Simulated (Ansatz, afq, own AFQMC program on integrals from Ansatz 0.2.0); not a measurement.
Two steps: Ansatz 0.2.0 writes the Fock matrix and Cholesky factors of the valence space, and afq projects on them the lowest state that overlaps trial and start.

```yaml
crystal:
  periodic: [false, false, false]
  atoms:
    - {symbol: Ge, position_ang: [0.000190, 0.000006, -0.035544]}
    - {symbol: H, position_ang: [1.343272, 0.009089, 0.861072]}
    - {symbol: H, position_ang: [-0.686473, 1.162532, 0.850402]}
    - {symbol: H, position_ang: [-0.670496, -1.172025, 0.850119]}
basis:
  gaussian: {orbitals: aug-cc-pVDZ}
total_charge: -1
magnetization: {spin_polarized: false}
correlation: {method: ccsd_t, electrons: outside_noble_gas, hamiltonian_folder: ham}
```

```sh
$ ansatz run in.yaml --threads 1 --pin off --events-out ev --progress --plain --max-ram 1843MiB
```

Options of the walk:

```
--method phaseless --trial hf --walkers 120 --populations 1 --least-time 40 --time-step 0.005 --steps-per-block 20 --equilibration-blocks 112 --max-blocks 600 --target-error 0.00102 --factor-cut 1e-05 --seed 8134 --taylor-order 6
```

Times are imaginary, in 1/Eh. The walk had a cap of 952 s. Filled inner d shells are frozen with the cores.

Output of the walk:

```
orbitals 49  electrons 4 4  factors 409 of 659
reference energy -2077.05075463 Eh
CCSD correlation -0.15502731 Eh in 11 cycles, weight of the determinant in the CISD state 0.8953
energy of the start -2077.050755 Eh
 block  time / (1/Eh)  mean weight  energy / Eh
     1     0.100  0.9995  -2077.075854
     2     0.200  1.0013  -2077.093742
     3     0.300  1.0000  -2077.111014
     4     0.400  1.0019  -2077.125581
     5     0.500  1.0011  -2077.141368
     8     0.800  1.0005  -2077.161786
    18     1.800  1.0002  -2077.194148
    69     6.900  1.0008  -2077.236482
   120    12.000  1.0000  -2077.213953
   171    17.100  1.0000  -2077.211684
   222    22.200  1.0006  -2077.206280
   273    27.300  1.0000  -2077.199948
   324    32.400  0.9988  -2077.201112
   375    37.500  0.9985  -2077.206239
   426    42.600  1.0002  -2077.208065
   477    47.700  1.0011  -2077.198841
   528    52.800  0.9997  -2077.225324
   579    57.900  1.0015  -2077.254560
   630    63.000  0.9993  -2077.217217
   681    68.100  0.9990  -2077.214676
   698    69.800  1.0002  -2077.222323
blocks merged  error / Eh  count
     1  0.000397  600
     2  0.000535  300
     4  0.000705  150
     8  0.000898  75
    16  0.001085  37
    32  0.001243  18
    64  0.001173  9
energy -2077.213125 +/- 0.001243 Eh
(rows thinned)
```

The run passed its tests (sampling time, drift between the halves within three errors, error under three times the target), which doesn't prove that it has relaxed.

Against this walk (error 33.8 meV) on the same determinant: CCSD(T) 79.3 meV higher, CCSDT(Q) 51.1 meV higher (within the noise), a separate phaseless walk with a CISD trial and standard settings 54.0 ± 34.8 meV higher (within the noise). The error is statistical and leaves out the bias of the constraint.

Cautions: constraint bias not in the error; error above the target (33.8 against 27.8 meV); no relativity below Rb; no spin-orbit coupling; inner d shell frozen.

The walk took 3.1 min on 1 thread of Arm Neoverse V2, with other jobs on the host. The log's last line is the phaseless energy.

CCSDT and higher add their correlation energy to the determinant of the CCSD(T) run, since their own runs factorise the integrals more tightly (a shift of under 2 meV). A walk keeps the symmetry of its determinant, which the program's search chose and which needn't be the lowest solution, so a lower state of the same spin and another symmetry isn't excluded.
